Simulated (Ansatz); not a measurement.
# Which is lower?

Two relaxed structures of AlH₂O₂, doublet (PBE0-D4/def2-TZVP; forces vanish, vibrations not checked).

A:

```
5
angstrom
O -1.0772 -1.0288 -0.3976
Al -0.1199 -0.3232 0.8115
O 0.9765 0.9079 0.3834
H -1.0254 -0.7617 -1.3162
H 1.5439 1.3454 1.0167
```

B:

```
5
angstrom
O 0.6724 1.6334 -0.8149
Al -0.5598 0.3908 -0.4460
O 1.3795 0.5384 -0.1118
H -0.7932 -0.7463 -1.5486
H 1.6396 0.9591 0.7187
```

Computed with Ansatz 0.2.0 (basis: def2-TZVPP); correlated methods freeze the cores; orbitals are unrestricted. B3LYP uses VWN-RPA correlation.

(1) Which structure is lower at CCSD(T), and by how much? (An estimate is asked for; the value comes from the calculation.)

The T1 diagnostic stays at or below 0.018. ⟨S²⟩ of the unrestricted Hartree–Fock references: 0.75 to 0.76 (a pure state has 0.75).

Answers

(1) By the calculation: A, by 474.0 kJ/mol (electronic energy, against the other). By their contacts, A is AlH₂O₂ ([OH][Al][OH]) and B is AlH₂O₂ ([O]1[OH][AlH]1).

All methods give the same order:

```json
{"method": "PBE-D4", "E(B) − E(A) (kJ/mol)": "447.2"}
{"method": "r2SCAN-D4", "E(B) − E(A) (kJ/mol)": "467.5"}
{"method": "PBE0-D4", "E(B) − E(A) (kJ/mol)": "466.5"}
{"method": "B3LYP-D4", "E(B) − E(A) (kJ/mol)": "469.7"}
{"method": "wB97M-V", "E(B) − E(A) (kJ/mol)": "470.3"}
{"method": "HF", "E(B) − E(A) (kJ/mol)": "501.2"}
{"method": "MP2", "E(B) − E(A) (kJ/mol)": "503.6"}
{"method": "CCSD", "E(B) − E(A) (kJ/mol)": "481.5"}
{"method": "CCSD(T)", "E(B) − E(A) (kJ/mol)": "474.0"}
```

Labels in which every atom is bracketed show which atoms are joined, not bond orders.

For scale, one of the runs: CCSD(T)/def2-TZVPP, 132 basis functions, launched by `ansatz run in.yaml --threads 2 --pin off --events-out ev --progress --plain --max-ram 4352MiB`. Time: 41 s of wall clock on 2 CPU threads of an Arm Neoverse V1; the host was shared. Peak host memory: 1.5 GiB.
